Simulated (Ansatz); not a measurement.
## Isomers

Structures of CH4AlMg (charge -1), closed shell, relaxed at PBE0-D4/def2-TZVPD (vibrations not checked; lower isomers may exist, and structures with a doubtful reference or unclear bonds are left out). Computed with Ansatz 0.2.0 (basis: def2-TZVPPD); correlated methods freeze the cores. The outer core shell of Li, Na, Mg and K is correlated. The def2 sets are not built for correlating such inner shells, so the correlated values are less sure here. B3LYP uses VWN-RPA correlation.

(1) Rank them by CCSD(T) energy, lowest first, and give each one's height above the lowest. Links in brackets join atoms within 1.22 times the sum of their covalent radii (1.1 for two metals). (To be estimated.)
A.
CH₄AlMg ([CH2][AlH][MgH]), total charge -1
```
7
angstrom
C -1.3974 0.1525 -0.7678
Al -0.3338 0.3252 0.7358
Mg 2.2215 -0.5036 0.3892
H -2.4535 0.4266 -0.8446
H -1.0187 -0.2505 -1.7101
H -0.8943 0.9262 2.1442
H 3.8762 -1.0763 0.0533
```
B.
CH₄AlMg ([CH2][Mg]1[H][AlH]1), total charge -1
```
7
angstrom
C -2.1513 -0.2826 -1.1707
Mg -0.4864 -0.0965 -0.1088
Al 1.7968 0.2031 1.1035
H -2.2392 -0.0824 -2.2435
H -3.1205 -0.6004 -0.7714
H 0.2048 -0.3105 1.7211
H 2.5216 0.0780 2.5613
```
C.
CH₄AlMg ([CH2][Mg][AlH2]), total charge -1
```
7
angstrom
C 1.9590 0.2578 1.0289
Mg 0.2068 0.0284 0.1044
Al -2.1716 -0.2856 -1.1425
H -2.4833 -0.0887 -2.7315
H -3.5881 -0.7113 -0.4544
H 2.9019 0.5469 0.5483
H 2.1379 0.1157 2.1020
```

(2) Do PBE-D4, r2SCAN-D4, PBE0-D4, B3LYP-D4, wB97M-V, HF, MP2 give the same order? (A judgement: the text doesn't fix the answer.)

T1 diagnostic: at most 0.031. The restricted Hartree–Fock reference is unstable towards an unrestricted one at one or more of these structures.

For scale, one of the runs: CCSD(T)/def2-TZVPPD, 188 basis functions, launched by `ansatz run in.yaml --threads 2 --pin off --events-out ev --progress --plain --max-ram 4352MiB`. Hardware: 2 CPU threads of an Arm Neoverse V1, shared host. Wall time 59 s; peak host memory 2 GiB.

Results:

(1) Computed: A (0.0 kJ/mol), C (83.5 kJ/mol), B (125.9 kJ/mol). Heights count from the lowest.

(2) Computed: All do.
